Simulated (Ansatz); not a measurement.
**Relaxing Rb₂NbSb₂**

Theory: Ansatz, DFT PBE, scalar-relativistic, plane waves, PAW. Cutoff 420 eV, Γ-centred k mesh, Gaussian smearing, no spin polarisation in the final step.

Rb₂NbSb₂ was placed on the ThCr2Si2 structure type (I4/mmm, No. 139), with Nb in place of Th, Sb in place of Cr, Rb in place of Si, at a guessed volume.

```xyz
5
Lattice="-2.4299 2.4299 6.3755 2.4299 -2.4299 6.3755 2.4299 2.4299 -6.3755" Properties=species:S:1:pos:R:3 pbc="T T T"
Rb    0.0000    0.0000    7.9821
Rb    0.0000    0.0000    4.7689
Nb    0.0000    0.0000    0.0000
Sb    2.4299    0.0000    3.1878
Sb    0.0000    2.4299    3.1878
```

Steps on the 6×6×6 mesh (5 atoms). 7 of 7 steps are shown, and the free energy counts from the last. Trial steps that were taken back and renewals of the plane-wave basis can be among the rows.

| step | ΔF (meV/atom) | V (Å³/atom) | P (GPa) | largest force component (eV/Å) |
| --- | --- | --- | --- | --- |
| 1 | 359.3 | 30.12 | 10.03 | 3.391 |
| 2 | 94.8 | 31.86 | 5.22 | 0.894 |
| 3 | 24.9 | 34.51 | 2.28 | 0.118 |
| 4 | 3.1 | 37.39 | 0.29 | 0.154 |
| 5 | 2.0 | 37.85 | -0.01 | 0.004 |
| 6 | 1.5 | 37.99 | -0.11 | 0.036 |
| 7 | 0.0 | 37.99 | -0.03 | 0.037 |

Steps on the 10×10×10 mesh (5 atoms). 11 of 15 steps are shown, and the free energy counts from the last.

```tsv
step	ΔF (meV/atom)	V (Å³/atom)	P (GPa)	largest force component (eV/Å)
1	207.8	37.99	-0.01	0.039
2	206.8	38.00	-0.02	0.021
4	173.3	37.74	-0.02	0.118
5	137.3	37.32	0.08	0.341
6	86.9	36.72	0.22	0.410
7	34.6	35.98	0.40	0.307
9	5.2	35.81	0.06	0.279
10	3.9	35.97	-0.10	0.010
12	0.3	35.87	0.19	0.000
14	0.0	36.13	0.00	0.001
15	0.0	36.13	0.00	0.001
```

A final relaxation ran on a 10×10×10 mesh. The relaxed crystal, I4/mmm (No. 139):

```
Rb Nb Sb
1.0
    -3.09352    3.09352    4.71860
     3.09352   -3.09352    4.71860
     3.09352    3.09352   -4.71860
Rb Nb Sb
2 1 2
Direct
  0.65099 0.65099 0.00000
  0.34901 0.34901 0.00000
  0.00000 0.00000 0.00000
  0.25000 0.75000 0.50000
  0.75000 0.25000 0.50000
```

- Volume per atom: 36.13 Å³
- Density: 4.66 g/cm³
- Energy over the elements: 1.31 eV/atom
- Gap on the 10×10×10 mesh: 0 eV (a metal)

Formation energies are uncorrected and refer to the elements' standard structures at the same level.

The final run used a 10×10×10 mesh on its 5-atom cell and 0.10 eV smearing. For metals, differences of a few meV/atom aren't resolved. Spin–orbit coupling is left out.

A structure relaxed within its symmetry needn't be a true minimum.

Cost: 3 runs of about 12 core-minutes in all, on Arm Neoverse V2 (shared hosts).